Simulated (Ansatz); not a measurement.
The input, for Ansatz 0.2.0:

```yaml
crystal:
  periodic: [false, false, false]
  atoms:
    - {symbol: B, position_ang: [0.000000, 0.000000, 0.000000]}
    - {symbol: O, position_ang: [0.000000, 0.000000, 1.968000]}
basis:
  gaussian: {orbitals: 6-31G}
magnetization: {spin_polarized: false, initial_magnetization: 1}
correlation: {method: fic_mrcisd_q, electrons: outside_noble_gas, active_space: {window: {electrons: 3, orbitals: 3}}}
```

```sh
$ ansatz run in.yaml --threads 1 --pin off --events-out ev --progress --plain --max-ram 2393MiB
```

Output:

```
201 factors; integrals over basis functions are off by at most 1.8e-4 eV
mean field evaluation 1: about -2693.2619 eV, gradient 4.2e1 eV
mean field evaluation 2: about -2693.2629 eV, gradient 4.2e1 eV
mean field evaluation 4: about -2700.5658 eV, gradient 1.5e1 eV
mean field evaluation 8: about -2701.4607 eV, gradient 2.1e-1 eV
mean field evaluation 16: about -2701.5579 eV, gradient 9.5e-1 eV
mean field evaluation 32: about -2702.7182 eV, gradient 4.7e-1 eV
mean field evaluation 64: about -2697.7616 eV, gradient 3.3e-1 eV
mean field evaluation 96: about -2701.2788 eV, gradient 4.4e0 eV
mean field evaluation 128: about -2702.7129 eV, gradient 1.5e0 eV
mean field evaluation 160: about -2701.4637 eV, gradient 1.9e-1 eV
...
contracted CI cycle   5: correlation -3.78314486 eV, -0.1390280093 hartree, residual 3.06e-1 eV
contracted CI cycle   6: correlation -3.78521703 eV, -0.1391041603 hartree, residual 1.14e-1 eV
contracted CI cycle   7: correlation -3.78558102 eV, -0.1391175365 hartree, residual 4.91e-2 eV
contracted CI cycle   8: correlation -3.78564932 eV, -0.1391200465 hartree, residual 2.41e-2 eV
contracted CI cycle   9: correlation -3.78566601 eV, -0.1391206599 hartree, residual 1.09e-2 eV
contracted CI cycle  10: correlation -3.78566909 eV, -0.1391207729 hartree, residual 4.73e-3 eV
contracted CI cycle  11: correlation -3.78566967 eV, -0.1391207943 hartree, residual 1.89e-3 eV
contracted CI cycle  12: correlation -3.78566976 eV, -0.1391207977 hartree, residual 7.92e-4 eV
contracted CI cycle  13: correlation -3.78566978 eV, -0.1391207983 hartree, residual 3.50e-4 eV
contracted CI cycle  14: correlation -3.78566978 eV, -0.1391207984 hartree, residual 1.57e-4 eV
state -2703.26849651 eV, -99.3432849055 hartree; corrected -2707.43278429 eV, -99.4963196589 hartree
state -2703.72420720 eV, -99.3600319647 hartree; corrected -2707.44968509 eV, -99.4969407518 hartree
Total energy: -2707.44968509 eV, -99.4969407518 hartree
```

Natural occupations: 1.9035 1.0000 0.0965.

For the same geometry and basis full CI lies 54.3 meV lower.

Ran on 1 thread of Arm Neoverse V1, shared host: 1.2 s wall, 0.16 GiB peak host memory.
